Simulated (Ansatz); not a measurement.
## How methods differ on Si2H4 (SMILES [SiH][SiH3])

Si2H4: 6 atoms, total charge 0, spin state triplet. As SMILES, `[SiH][SiH3]`. Geometry: relaxed at GFN2-xTB.

Quantity: the vertical ionisation energy (to the doublet cation), in eV. The values are calculated.

```tsv
level	kind	program	value (eV)
U-r2SCAN/STO-3G	meta-GGA	Ansatz	5.01
U-r2SCAN0/STO-3G	hybrid meta-GGA	Ansatz	5.04
UB3LYP/STO-3G	global hybrid	Ansatz	4.83
U-wB97M-V/STO-3G	range-separated hybrid	Ansatz	?
U-wB97X/STO-3G	range-separated hybrid	Ansatz	?
UCAM-B3LYP/STO-3G	range-separated hybrid	Ansatz	4.83
UCCSD/STO-3G	coupled cluster or CI	Ansatz	4.07
UCCSDT/STO-3G	coupled cluster or CI	Ansatz	4.06
FCI/STO-3G	exact in the basis	Ansatz	4.06
```

Q: Estimate the missing values from the other rows.

A: As computed at these levels: U-wB97M-V/STO-3G: 4.61 eV; U-wB97X/STO-3G: 4.89 eV. The values span 4.06 to 5.04 eV. All rows use very small basis sets, so even the best lies far from the true value.
